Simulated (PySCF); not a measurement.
# Potential energy of CS⁺ along the bond

Set-up: PySCF, no relativity, basis sets C def2-SVP, S def2-SVP. Energies in eV from C + S⁺ in their ground configurations at the same level. State: ²Σ⁺ (doublet), unpaired electrons σ ↑.

All columns are BP86. A positive dipole points towards S; it is taken about the centre of mass and depends on that origin.

| R (Å) | E (eV) | μ (D) | Mulliken charge on C (basis-dependent) | HOMO (eV) | LUMO (eV) | Mayer bond order | ⟨S²⟩ |
| --- | --- | --- | --- | --- | --- | --- | --- |
| 1.285 | -4.352 | -0.32 | 0.28 | -17.91 | -14.41 | 2.96 | 0.76 |
| 1.345 | -5.645 | -0.43 | 0.31 | -17.99 | -14.58 | 2.92 | 0.77 |
| 1.404 | -6.396 | -0.53 | 0.34 | -17.90 | -14.75 | 2.89 | 0.77 |
| 1.449 | -6.691 | -0.61 | 0.36 | -17.67 | -14.88 | 2.86 | 0.77 |
| 1.494 | -6.812 | -0.68 | 0.37 | -17.46 | -14.99 | 2.84 | 0.78 |
| 1.539 | -6.797 | -0.76 | 0.38 | -17.26 | -15.10 | 2.81 | 0.78 |
| 1.599 | -6.622 | -0.85 | 0.39 | -17.02 | -15.23 | 2.77 | 0.79 |
| 1.673 | -6.235 | -0.97 | 0.40 | -16.74 | -15.37 | 2.72 | 0.81 |
| 1.763 | -5.633 | -1.11 | 0.42 | -16.43 | -15.49 | 2.64 | 0.85 |
| 1.882 | -4.755 | -1.29 | 0.42 | -16.10 | -15.54 | 2.47 | 0.95 |

A fit through these points gives, at Re = 1.511 Å, μ = -0.71 D and dμ/dR = -1.64 D/Å; the reduced mass is 8.725 u.

Q: How strong is the fundamental in the double-harmonic approximation, I = 42.26·(dμ/dR)²/μred km/mol?

A: I = 42.26·(-1.64)²/8.725 = 13.0 km/mol at BP86.

⟨S²⟩ of the unrestricted solution departs from its pure value on part of the curve, where spin states mix. For an ion De counts to the pair picked by the measured ionisation energies or electron affinities, which need not be the lowest pair at this level. The state is the lowest determinant that a PBE0 search found; another state may lie lower at other levels.
